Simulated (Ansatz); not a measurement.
Computed with Ansatz.

A structure relaxed at PBE0-D4/def2-TZVP, charge 0, multiplicity 1:

```xyz
8

F    -0.803   -1.002    1.227
C     0.070   -0.048    0.768
C    -0.014    0.019   -0.737
F     0.950    0.865   -1.178
F    -1.211    0.517   -1.120
H     1.086   -0.320    1.064
H    -0.198    0.923    1.192
H     0.120   -0.955   -1.217
```

(1) Give its formula and SMILES.

(2) Summarise the bond lengths by kind.

Results:

(1) C2H3F3, `FCC(F)F`.

(2) 3 × C–F 1.351 to 1.372 Å; 1 × C–C 1.509 Å; 3 × C–H 1.093 to 1.095 Å.
